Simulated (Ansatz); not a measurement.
A made-up structure of CH2FSi (charge -1), closed shell:

```json
{"atom": "F1", "x (Å)": "0.5029", "y (Å)": "-1.6739", "z (Å)": "1.3097"}
{"atom": "C2", "x (Å)": "0.7514", "y (Å)": "-0.3373", "z (Å)": "0.9861"}
{"atom": "Si3", "x (Å)": "-0.1705", "y (Å)": "0.3570", "z (Å)": "-0.3499"}
{"atom": "H4", "x (Å)": "1.3644", "y (Å)": "0.3762", "z (Å)": "1.4748"}
{"atom": "H5", "x (Å)": "0.1553", "y (Å)": "1.7851", "z (Å)": "-0.6281"}
```

It is relaxed with PBE-D4/def2-SVPD and then PBE0-D4/def2-TZVPD (Ansatz 0.2.0). Atoms count as bonded within 1.22 times the sum of their covalent radii (H–H: 0.88 Å). The end point is not checked to be a true minimum.

Task: Does its bonding change? (A judgement: the text doesn't fix the answer.)

Result: The calculation gives: No: no bond forms or breaks.

Where it ends: The first stage lowers the energy by 0.83 eV in 8 steps. It ends as CH₂FSi ([F][CH][SiH]), total charge -1:
F1  (0.612, -1.548, 1.383)
C2  (0.653, -0.246, 0.868)
Si3  (-0.310, 0.280, -0.511)
H4  (1.366, 0.317, 1.475)
H5  (0.283, 1.705, -0.421)
(Å)

Labels in which every atom is bracketed show which atoms are joined, not bond orders.

For scale, one of the runs: PBE0-D4/def2-TZVPD relaxation, 138 basis functions, launched by `ansatz run in.yaml --threads 2 --pin off --events-out ev --progress --plain --max-ram 4352MiB`. Hardware: 2 CPU threads of an Arm Neoverse V1, shared host. Wall time about 15 s.
